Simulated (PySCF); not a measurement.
# Frontier orbitals and the lowest excitations

Species: methanol, CH4O.
Numbering: `[CH3:1][OH:2]` (hydrogens: H3, H4, H5 on C1; H6 on O2)

Cartesian coordinates in Å at the GFN2-xTB level; atoms count from 1:
```
atom  x, y, z in Å
C1    -0.362    0.008    0.014
O2     0.906   -0.434   -0.405
H3    -0.492   -0.103    1.096
H4    -1.092   -0.619   -0.494
H5    -0.539    1.053   -0.261
H6     1.582    0.097    0.028
```

Computed with TDDFT PBE0/def2-SVPD, vertical, gas phase, core orbitals frozen in the response in PySCF.

Kohn–Sham orbitals with the atoms that hold most of them (Löwdin shares over 4%, at most four atoms; ? is withheld):

```csv
orbital,ε (eV),atoms
HOMO-3,-12.48,"C1 41%, O2 25%, H5 14%, H3 14%"
HOMO-2,-12.15,"O2 38%, C1 36%, H4 18%"
HOMO-1,-9.60,?
HOMO,-7.99,"O2 66%, C1 16%, H5 7%, H3 7%"
LUMO,0.59,?
LUMO+1,1.46,"O2 23%, C1 21%, H4 17%, H5 15%"
LUMO+2,2.66,"O2 45%, H3 18%, H5 18%, C1 10%"
```

(1) Give the leading atoms of the HOMO-1.

(2) Give the leading atoms of the LUMO.

(3) The HOMO–LUMO gap is 8.58 eV. Where does the response calculation put the lowest singlet, and from which orbitals?

(4) Give energy, strength and leading configuration of S1, S2, S3 and S6, and follow the Löwdin shares of the leading atoms from the occupied to the empty orbital.

## Answers

(1) O2 (bonded to C and H) 50%; C1 (bonded to O and 3 H) 24%; H4 (bonded to C) 10%; H6 (bonded to O) 6%. By element: oxygen 50%, carbon 24%, hydrogen 16% or more.

(2) O2 (bonded to C and H) 32%; C1 (bonded to O and 3 H) 30%; H6 (bonded to O) 20%; H3 (bonded to C) 7%. By element: oxygen 32%, carbon 30%, hydrogen 28% or more.

(3) S1 is at 6.93 eV (f = 0.0015), 1.64 eV below the gap, made of HOMO→LUMO (97%). 

(4) 
- S1 (6.93 eV, f 0.0015), HOMO→LUMO (97%): O2 66% → 32%, C1 16% → 30%
- S2 (8.10 eV, f 0.035), HOMO→LUMO+1 (97%): O2 66% → 23%, C1 16% → 21%
- S3 (8.65 eV, f 0.0016), HOMO-1→LUMO (97%): O2 50% → 32%, C1 24% → 30%
- S6 (9.72 eV, f 0.061), HOMO-1→LUMO+1 (97%): O2 50% → 23%, C1 24% → 21%
